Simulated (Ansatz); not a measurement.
Results of PBEsol+SOC in Ansatz (PAW) for 2H WS₂.

Settings: plane-wave cutoff 520 eV, 12×12×4 k mesh (along the axes of the cell as run), Fermi–Dirac smearing 0.01 eV, PAW data made under PBE.

Computed at the level's own relaxed cell.

Problem. Predict the bulk modulus, lattice parameter a, volume per atom and Γ–Γ gap.

Solution. 
bulk modulus: 18.1 GPa
lattice parameter a: 3.145 Å
volume per atom: 18.12 Å³/atom
Γ–Γ gap: 2.35 eV

Measured, for comparison: bulk modulus 61 ± 1 GPa (room temperature, no zero-point or thermal correction; as tabulated in High pressure x-ray diffraction study of tungsten disulfide, J. Phys. Chem. …); lattice constant a 3.153 Å (300 K, no zero-point or thermal correction; as tabulated in arXiv:1605.07067). Computed (rounded) less measured: bulk modulus -70 %, lattice constant a -0.3 %.

Note: the cell comes from a level without a dispersion term, which matters for the spacing of layers, chains or molecules; the bulk modulus comes from volumes at which shape and atoms were relaxed; the cell has widely spaced layers and the level no dispersion term, so their spacing and the moduli can rest on weak binding.

Computed values are for the static lattice.

It cost about 40 core-minutes (a rough figure) of CPU time.

Ansatz is an electronic-structure program.
